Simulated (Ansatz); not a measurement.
Molecule: HS, charge 0, multiplicity 2. 
Geometry from a B3LYP-D3(BJ)/def2-TZVP (Ansatz, a program for electronic structure) optimisation:
```
S
H 1 1.3473
```
Charge 0, spin multiplicity 2.

Property: atomisation energy (electronic, to ground-state atoms), in kcal/mol. Valence correlation only, unless marked. Open shells are spin-unrestricted. No spin-orbit coupling. Non-relativistic. The coupled-cluster limit lacks core correlation, which all-electron functionals hold. CBS(X,Y): correlation extrapolated as X^-3; Hartree-Fock from the larger set (for Q and 5 zeta extrapolated as (X+1)exp(-9√X)). The bracket is a focal-point correction in the basis named.

| level | program | atomisation energy (kcal/mol) | minus last row |
|---|---|---|---|
| BHLYP-D4/def2-TZVPD | Ansatz + dftd4 | 85.8 | -1.7 |
| HSE06-D4/def2-TZVPD | Ansatz + dftd4 | 86.8 | -0.7 |
| MP2/STO-3G | Ansatz | 80.1 | -7.4 |
| MP2/6-31G | Ansatz | 57.1 | -30.4 |
| RI-MP2/CBS(def2-TZVPPD,def2-QZVPPD) | Ansatz | 85.5 | -2.0 |
| SCS-MP2/6-31G* | Ansatz | 70.4 | -17.1 |
| CCSD(T)/def2-SVP | Ansatz | 79.3 | -8.2 |
| CCSD(T)/cc-pV(T+d)Z | Ansatz | 84.6 | -2.9 |
| RI-MP2/CBS(def2-TZVPPD,def2-QZVPPD)+[CCSD(T)-MP2]/def2-TZVPPD | Ansatz | 87.5 | 0.0 |
| CCSD(T)/CBS(cc-pV(Q+d)Z,cc-pV(5+d)Z) | Ansatz | 87.5 | 0.0 |
